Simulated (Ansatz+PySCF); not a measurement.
Values are calculated unless marked as measured or tabulated.
This Ansatz input gave a total energy of -112.92196 hartree.

```yaml
crystal:
  periodic: [false, false, false]
  atoms:
    - { symbol: C, position_ang: [0.0, 0.0, -0.59305] }
    - { symbol: O, position_ang: [0.0, 0.0, 0.44479] }
basis:
  gaussian: { orbitals: def2-SVP }
magnetization:
  spin_polarized: true
hamiltonian:
  xc: hf
correlation:
  method: ccsd_t
  frozen_orbitals: { C: 1, O: 1 }
scf:
  omitted_lower_state_checks: [stability, starts, atomic_configurations, cluster_reference, orbital_swaps, given_window_search, neighbouring_geometries, increment]
```

(1) Write an input for PySCF with the same method and basis set.

## Answers

(1)

```python
from pyscf import gto, scf, cc

mol = gto.M(atom="""
C 0.000000 0.000000 -0.593050
O 0.000000 0.000000 0.444790
""", basis='def2-svp', charge=0, spin=0)
mf = scf.UHF(mol)
mf.kernel()
mycc = cc.CCSD(mf, frozen=2).run()
et = mycc.ccsd_t()
print(mf.e_tot, mycc.e_corr, et, mycc.e_tot + et)
```

PySCF 2.14.0 gave -112.92196 hartree, 0.03 meV from the first.
